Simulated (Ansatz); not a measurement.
This geometry of AlH4O2 (7 atoms, charge 1, multiplicity 1) is a first-order saddle point.

Computed with RKS BHLYP/cc-pVDZ in Ansatz 0.2.0.

```xyz
7
Properties=species:S:1:pos:R:3
O -1.546 -0.368 -0.126
Al -0.049 -0.066 -0.795
O 1.006 0.303 0.773
H -2.411 -0.605 -0.453
H 0.800 0.008 -2.079
H 1.270 -0.391 1.394
H 0.931 1.119 1.285
```

(1) Which two structures does it join? (They come from a converged band through this point; their orientation in space is the band's.)

(2) How far does it lie above each of them?

## Answers

(1) No bond is made or broken. The dihedral O1–Al2–O3–H7 goes from -180 to 0°. The two ends are copies of one structure, up to a mirror image or an exchange of like atoms.

First end point:

```xyz
7
Properties=species:S:1:pos:R:3
O -1.200 -1.007 -0.184
Al -0.072 0.052 -0.808
O 0.732 0.511 0.838
H -1.898 -1.558 -0.530
H 0.572 0.776 -2.007
H 0.404 0.113 1.658
H 1.462 1.112 1.032
```

Last end point:

```xyz
7
Properties=species:S:1:pos:R:3
O -1.201 -1.008 -0.182
Al -0.073 0.051 -0.806
O 0.733 0.512 0.838
H -1.898 -1.558 -0.530
H 0.570 0.774 -2.006
H 1.463 1.113 1.029
H 0.406 0.115 1.658
```

(2) 23.3 kJ/mol above the first and 23.3 kJ/mol above the second. This is the barrier of this one path; another mechanism may lie lower. Limits of this set-up: the dipole of an ion depends on the origin.

Time of the run: 32 s on 1 thread of Intel(R) Xeon(R) Platinum 8488C (Sapphire Rapids), with other jobs on the host, peak memory 0.14 GiB.
